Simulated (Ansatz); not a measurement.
Worked example: correlation energy of NH$_{3}$⁺, doublet

Geometry: a point of a stretch scan, not a stationary point.

```xyz
4

N    -0.0712   -0.0010    0.0000
H     2.1556    0.0290   -0.0001
H    -0.5951    0.8790   -0.0028
H    -0.5713   -0.8947    0.0028
```

Basis 6-31G; Ansatz 0.2.0. Only valence electrons are correlated (noble-gas cores frozen), which leaves 7 electrons in 14 orbitals. Prefix R: restricted or restricted open-shell reference.

Full CI is exact within this basis and frozen core; it isn't the basis-set limit.

Runs differ by some tens of microhartree through their thresholds and, for an open shell, their frozen cores, so steps under 0.03 kcal/mol mean nothing.

| level | total energy (hartree) |
| --- | --- |
| RHF | -55.645105 |
| RMP2 | -55.755113 |
| RCCSD | -55.788576 |
| RCCSD(T) | -55.793744 |
| RCCSDT | -55.793420 |
| RCCSDT(Q) | -55.793674 |
| RCCSDTQ | -55.793692 |
| full CI | -55.793710 |

**Question.** What is the correlation energy at full CI, and what share of it do RMP2 and RCCSD recover?

**Answer.** E(corr) = -55.793710 − (-55.645105) = -0.148605 hartree = -4.044 eV. RMP2: -0.110008 / -0.148605 = 74.03 %. RCCSD: -0.143471 / -0.148605 = 96.55 %.

**Question.** By how many kcal/mol does RCCSD(T) miss full CI (1 hartree = 627.509 kcal/mol), and which steps make up the rest?

**Answer.** -55.793744 − (-55.793710) = -0.000034 hartree = -0.02 kcal/mol. Steps: RCCSDT − RCCSD(T) = 0.20, RCCSDT(Q) − RCCSDT = -0.16, RCCSDTQ − RCCSDT(Q) = -0.01, full CI − RCCSDTQ = -0.01 kcal/mol. That is within 1 kcal/mol of the reference in this basis, which itself misses far more of the correlation at the basis-set limit.
